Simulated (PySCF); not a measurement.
A PySCF script (with the pyscf-properties extension) for the NMR shieldings of `C(=S)=S`, CS2, on a PBE0-D3(BJ)/def2-SVP geometry:

```python
import basis_set_exchange as bse
import numpy as np
from pyscf import gto, dft
from pyscf.prop import nmr

atoms = """
S    -1.554070    0.178979   -0.000000
C     0.000005    0.103468   -0.000000
S     1.554065    0.027958    0.000000
"""
names = dict.fromkeys(["S", "C"], "6-311+G(2d,p)")
basis = {el: gto.basis.parse(bse.get_basis(n, elements=[el], fmt="nwchem")) for el, n in names.items()}
mol = gto.M(atom=atoms, basis=basis, charge=0, verbose=0)
mf = dft.RKS(mol, xc="PBE0")
mf.grids.level = 2
mf.grids.alignment = dft.numint.BLKSIZE   # the property module wants whole blocks of grid points
mf.conv_tol = 1e-9
mf.kernel()

calc = nmr.RKS(mf)   # GIAO
C = mf.mo_coeff
Co = C[:, mf.mo_occ > 0]
resp = mf.gen_response(singlet=True, hermi=2)
def vind(x):   # induced exchange potential for any number of trial vectors
    d = np.einsum("pi,xij,qj->xpq", C, 2 * x.reshape(-1, C.shape[1], Co.shape[1]), Co, optimize=True)
    return np.einsum("xpq,pi,qj->xij", resp(d - d.transpose(0, 2, 1)), C, Co, optimize=True).ravel()
mo1, _ = nmr.rhf.solve_mo1(calc, with_cphf=vind)
sigma = calc.kernel(mo1)
for i, s in enumerate(sigma):   # ppm
    print("%2d %-2s %9.2f" % (i, mol.atom_pure_symbol(i), np.trace(s) / 3))
```

**Question.** What are the results?

**Answer.** 
```
 0 S     507.16
 1 C     -17.77
 2 S     507.14
```

These numbers come from an equivalent density-fitted implementation of the same equations, which agrees with the script to about 0.01 ppm for H and up to a few tenths of a ppm for heavy atoms, so last digits may differ.

Size and cost of the density-fitted run: 97 basis functions, about 2.9 core-seconds.
